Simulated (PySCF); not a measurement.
MgSi: frontier orbitals

PW91 at R = 2.549 Å; Mg x2c-TZVPPall, Si x2c-TZVPPall; spin-free X2C with a Gaussian nucleus (PySCF 2.14). State: ³Σ⁻ (triplet), unpaired electrons π ↑↑. Only the outer orbitals are listed, counted within each symmetry.

```tsv
spin	orbital	occ.	ε (eV)	on Mg (%)	main shells (%)
α	2π	1	-47.69	100	100 Mg p
α	2π	1	-47.69	100	100 Mg p
α	6σ	1	-47.67	100	100 Mg p
α	7σ	1	-10.88	7	92 Si s
α	8σ	1	-5.69	52	52 Mg s, 41 Si p
α	3π	1	-4.25	14	85 Si p, 12 Mg p
α	3π	1	-4.25	14	85 Si p, 12 Mg p
α	9σ	0	-3.36	64	39 Mg s, 37 Si p, 25 Mg p
α	4π	0	-1.23	87	86 Mg p, 10 Si p
α	4π	0	-1.23	87	86 Mg p, 10 Si p
β	2π	1	-47.69	100	100 Mg p
β	2π	1	-47.69	100	100 Mg p
β	6σ	1	-47.69	100	100 Mg p
β	7σ	1	-9.44	15	84 Si s, 10 Mg s
β	8σ	1	-5.33	70	66 Mg s, 22 Si p
β	9σ	0	-3.19	47	53 Si p, 30 Mg p, 16 Mg s
β	3π	0	-2.75	35	64 Si p, 34 Mg p
β	3π	0	-2.75	35	64 Si p, 34 Mg p
```

Question: Which are the highest filled and the lowest empty level, where do they sit, and how wide is the gap?

Answer: Highest filled α 3π at -4.25 eV (in %: 85 Si p, 12 Mg p); lowest empty α 9σ at -3.36 eV (in %: 39 Mg s, 37 Si p, 25 Mg p); the gap at PW91 is 0.89 eV.

The bond order (Mayer) is 1.50, the ⟨S²⟩ is 2.069 and the charge on Mg (Mulliken, basis-dependent) is 0.26. The charge on Mg (Löwdin, basis-dependent) is 0.00 and the dipole moment (positive dipole means Mg(−)Si(+)) is -3.24 D.

The state is the lowest determinant that a PBE0 search found; another state may lie lower at other levels.
